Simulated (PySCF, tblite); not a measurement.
# Complex of 3 × hydrogen sulfide

A gas-phase complex of 3 × hydrogen sulfide; neutral, singlet. The structure comes from a short search (6 tight-binding starts) and was relaxed by PBE0-D3(BJ)/def2-SVPD; another way of binding may lie lower. Frequencies by PBE0-D3(BJ)/def2-SVPD show no clear imaginary mode.

```csv
part,name,SMILES,atoms,charge,multiplicity
1,hydrogen sulfide,S,1–3,0,1
2,hydrogen sulfide,S,4–6,0,1
3,hydrogen sulfide,S,7–9,0,1
```

```xyz
9

S     0.950    0.919    0.784
H     0.651    0.795   -0.526
H     0.865   -0.423    0.995
S     1.490   -2.904    1.278
H     2.709   -2.327    1.101
H     1.574   -2.832    2.623
S     4.547   -0.566    0.525
H     4.853   -0.251    1.801
H     3.426    0.205    0.537
```
Atoms count from 1 in this order.

Contacts between parts, classed by geometry: H3···S4 2.574 Å (hydrogen bond, 162°); H9···S1 2.588 Å (hydrogen bond, 161°); H5···S7 2.610 Å (hydrogen bond, 161°).

Interaction energies are complex less parts, with the parts frozen as they stand in it; counterpoise-corrected, in kcal/mol (PySCF).

Problem. Give the interaction energy at each level run.

Solution. 
```csv
level,interaction,superposition error removed
wB97M-D3(BJ)/def2-TZVPD,-4.95,-0.41
PBE0-D3(BJ)/def2-TZVPD,-7.12,-0.35
```

Problem. What holds them together? Decompose the wB97M-D3(BJ)/def2-TZVPD energy: frozen parts, their antisymmetrised product, then relaxation.

Solution. electrostatic -11.8, Pauli repulsion +16.2, orbital relaxation -6.8, dispersion correction -2.9 kcal/mol, which sum to the value before the counterpoise correction; the Pauli term holds the exchange-correlation of the frozen density too. Of the attraction, 55 % is electrostatic, 32 % is orbital relaxation, 13 % is dispersion correction.

Problem. Are the pair energies additive?

Solution. The pairs sum to -4.09 kcal/mol (1–2 -1.3, 1–3 -1.4, 2–3 -1.4); the rest of -0.85 is a many-body strengthening.

The parts were also relaxed and run alone, at the levels used for the complex: shieldings by PBE0/pcSseg-2.

Problem. How do these values change when the complex forms?

Solution. 
```csv
property,alone,in the complex,change
S1–H3 bond (Å),1.350,1.361,+0.011
shielding of H3 (ppm),30.27,27.17,-3.10
shielding of S4 (ppm),704.4,678.1,-26.3
shielding of H9 (ppm),30.27,27.23,-3.03
shielding of S1 (ppm),704.4,678.0,-26.5
```
